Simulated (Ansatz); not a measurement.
**LiSiH2+: single points off equilibrium**

The task here is to estimate one member of a computed series from the others.

The runs use Ansatz 0.2.0, Gaussian basis; single points in def2-TZVPP.

Correlated methods freeze the cores. The outer core shell of Li, Na, Mg and K is correlated.

**The starting structure**

SMILES `[Li][SiH2+]`, 4 atoms, charge 1, spin multiplicity 1.

Atoms are counted from 1 here; the program's logs count them from 0.

Bond lengths: Li1–Si2 2.563 Å, Si2–H3 1.448 Å, Si2–H4 1.418 Å. Angles: Li1–Si2–H3 135.6°, Li1–Si2–H4 131.0°, H3–Si2–H4 93.4°.

As a file:

| atom | x (Å) | y (Å) | z (Å) |
| --- | --- | --- | --- |
| Li1 | -2.2949 | 0.5501 | -0.5063 |
| Si2 | 0.1396 | -0.0718 | -0.0004 |
| H3 | 0.9241 | -1.2882 | -0.0344 |
| H4 | 1.2094 | 0.7034 | 0.5143 |

The first run:

run/in.yaml reads:

```yaml
crystal:
  periodic: [false, false, false]
  atoms:
    - {symbol: Li, position_ang: [-2.294900, 0.550100, -0.506300]}
    - {symbol: Si, position_ang: [0.139600, -0.071800, -0.000400]}
    - {symbol: H, position_ang: [0.924100, -1.288200, -0.034400]}
    - {symbol: H, position_ang: [1.209400, 0.703400, 0.514300]}
basis:
  gaussian: {orbitals: def2-TZVPP}
total_charge: 1
correlation: {method: ccsd_t}
output: {forces: true}
```

No record of the launch command was kept for these runs.

Steps of the session up to this table: CCSD(T)/def2-TZVPP; PBE0-D4/def2-TZVPP; wB97M-V/def2-TZVPP; r2SCAN-D4/def2-TZVPP; PBE-D4/def2-TZVPP; wB97X-V/def2-TZVPP; CAM-B3LYP-D4/def2-TZVPP.

One of the session's tables, all rows but one given; the rest of the session is left out.

| method | RMS force component (eV/Å) | angle to CCSD(T) forces (°) |
| --- | --- | --- |
| CCSD(T) | 0.593 | reference |
| PBE0-D4 | 0.648 | 5.7 |
| wB97M-V | 0.555 | 1.4 |
| r2SCAN-D4 | 0.626 | 4.8 |
| PBE-D4 | 0.735 | 10.4 |
| wB97X-V | ? | ? |
| CAM-B3LYP-D4 | 0.572 | 2.5 |

Estimate the missing values for wB97X-V.

The run gave: RMS force component (eV/Å): 0.610; angle to CCSD(T) forces (°): 2.1. In the column «RMS force component (eV/Å)» it lies between CCSD(T) (0.593) and r2SCAN-D4 (0.626).
